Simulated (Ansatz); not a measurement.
hcp Zn, treated with PBE in Ansatz (PAW).

Numerical settings: plane-wave cutoff 520 eV, 24×24×12 k mesh (along the axes of the cell as run), Fermi–Dirac smearing 0.05 eV, scalar-relativistic PAW data made under PBE.

Starting structure:

```yaml
crystal:
  lattice:
    - [2.66000, 0.00000, 0.00000]
    - [-1.33000, 2.30363, 0.00000]
    - [0.00000, 0.00000, 4.95000]
  atoms:
    - { symbol: Zn, position: [0.66667, 0.33333, 0.75000] }
    - { symbol: Zn, position: [0.33333, 0.66667, 0.25000] }
```

**Question.** Into what structure does the relaxation of cell and atoms lead at this level, with the symmetry of the start kept?

**Answer.** The volume rises by 0.5 %; final space group P6_3/mmc.
```yaml
crystal:
  lattice:
    - [2.64479, 0.00000, 0.00000]
    - [-1.32240, 2.29046, 0.00000]
    - [0.00000, 0.00000, 5.03187]
  atoms:
    - { symbol: Zn, position: [0.66667, 0.33333, 0.75000] }
    - { symbol: Zn, position: [0.33333, 0.66667, 0.25000] }
```

Ansatz is a first-principles code.
